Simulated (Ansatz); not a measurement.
Two isomers of C7H8O: A = `Cc1cccc(O)c1`, B = `Cc1ccccc1O`.

Gas-phase electronic energies from Ansatz, PBE0-D4/def2-TZVP geometries. CBS: MP2 limit from def2 TZ/QZ plus the TZ coupled-cluster correction, frozen cores. Functionals use def2-TZVPP. B3LYP here is the variant with VWN-RPA as its local correlation; programs differ in this. Each species was taken in one conformer, which may not be the lowest.

A:

Z-matrix (Å, degrees):
```
C
C 1 1.498
H 1 1.091 2 111.3
H 1 1.095 2 110.7 3 119.4
H 1 1.091 2 111.4 3 -121.1
C 2 1.388 1 120.3 3 152.5
C 2 1.393 1 120.7 3 -28.8
C 6 1.388 2 120.7 1 178.5
H 6 1.084 2 120.8 1 -1.6
C 7 1.385 2 120.3 1 -178.5
H 7 1.084 2 119.7 1 1.6
O 8 1.357 6 117.4 2 179.9
C 8 1.389 6 120.2 2 0.1
H 10 1.084 7 119.9 2 -179.9
H 12 0.961 8 109.1 6 -179.8
H 13 1.086 8 120.2 6 179.8
```

B:

Z-matrix (Å, degrees):
```
C
C 1 1.495
H 1 1.090 2 110.8
H 1 1.093 2 111.2 3 120.7
H 1 1.093 2 111.2 3 -120.7
C 2 1.388 1 122.3 3 0.1
C 2 1.397 1 120.0 3 -179.9
C 6 1.388 2 122.0 1 -180.0
H 6 1.085 2 118.4 1 -0.0
C 7 1.387 2 121.0 1 -180.0
O 7 1.360 2 116.9 1 -0.0
C 8 1.384 6 119.4 2 -0.0
H 8 1.083 6 120.2 2 180.0
H 10 1.087 7 119.6 2 180.0
H 11 0.961 7 109.1 2 -180.0
H 12 1.084 8 120.5 6 180.0
```

(1) Which is lower in electronic energy at CCSD(T)/CBS, and by how much? (Best estimate.)

(2) Give E(B) − E(A) in kcal/mol with B2PLYP, CCSD/def2-TZVPP, PBE-D4, CCSD(T)/def2-TZVPP, B3LYP, ωB97M-V, PBE0-D4. (Best estimate.)

(3) Does the order hold for the free energy at 298.15 K (harmonic terms from PBE0-D4)? (Best estimate.)

Largest T1 diagnostic: 0.011.

Results:

(1) Computed: B, by 0.6 kcal/mol.

(2) Ansatz gave: B2PLYP -0.4, CCSD/def2-TZVPP -0.4, PBE-D4 -0.4, CCSD(T)/def2-TZVPP -0.5, B3LYP -0.1, ωB97M-V -0.5, PBE0-D4 -0.4. None reverses the order clearly.

(3) Ansatz gave: Too close to call: G(B) − G(A) = +0.5 kcal/mol, for one conformer each. Modes under 60 cm⁻¹, often nearly free rotors, make the harmonic entropy too high.

Leaving LDA and LC-ωPBE aside and taking each functional with its dispersion term where it has one, the values, not all of them listed here, spread over 0.2 kcal/mol, from revPBE-D4 to BHLYP-D4. In def2-TZVPP, CCSD(T) changes the Hartree–Fock value by −0.8 kcal/mol (the triples alone add −0.1 kcal/mol) and MP2 by −1.2 kcal/mol.
